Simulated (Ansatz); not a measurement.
We consider litharge SnO, described by PBEsol+SOC in Ansatz (plane waves, PAW).

Numerical settings: plane-wave cutoff 520 eV, 10×10×8 k mesh (along the axes of the cell as run), Fermi–Dirac smearing 0.01 eV, PAW data made under PBE.

Starting structure:

```yaml
crystal:
  lattice:
    - [3.80000, 0.00000, 0.00000]
    - [0.00000, 3.80000, 0.00000]
    - [0.00000, 0.00000, 4.84000]
  atoms:
    - { symbol: Sn, position: [0.50000, 0.00000, 0.76200] }
    - { symbol: Sn, position: [0.00000, 0.50000, 0.23800] }
    - { symbol: O, position: [0.50000, 0.50000, 0.00000] }
    - { symbol: O, position: [0.00000, 0.00000, 0.00000] }
```

Q: Into what structure does the relaxation of cell and atoms lead at this level, with the symmetry of the start kept?

A: The volume falls by 1.7 %; final space group P4/nmm.
```yaml
crystal:
  lattice:
    - [3.80357, 0.00000, 0.00000]
    - [0.00000, 3.80357, 0.00000]
    - [0.00000, 0.00000, 4.74805]
  atoms:
    - { symbol: Sn, position: [0.50000, 0.00000, 0.75729] }
    - { symbol: Sn, position: [0.00000, 0.50000, 0.24271] }
    - { symbol: O, position: [0.50000, 0.50000, 0.00000] }
    - { symbol: O, position: [0.00000, 0.00000, 0.00000] }
```

Note: the solid has no gap at this level, which affects its response; the cell comes from a level without a dispersion term, which matters for the spacing of layers, chains or molecules.

Ansatz is an electronic-structure program.
